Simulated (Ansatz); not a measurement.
A calculation with Ansatz (development build ahead of 0.2.0).

```yaml
crystal:
  periodic: [false, false, false]
  atoms:
    - { symbol: Al, position_ang: [0.0, 0.0, 0.0] }
    - { symbol: Si, position_ang: [0.0, 0.0, 6.7234] }
basis:
  gaussian: { orbitals: pcseg-2 }
total_charge: 1
magnetization:
  spin_polarized: true
hamiltonian:
  xc: pbe0
```

The input is written out in the form of the current development build from the run's settings.

Results

```yaml
Converged: yes
Total_energy: -531.27949 hartree
Spin_squared_of_the_determinant: 1.009
Stability_test: minimum
```

Caution: charge can spread falsely over distant fragments; the unrestricted determinant is a mixture of spin states.
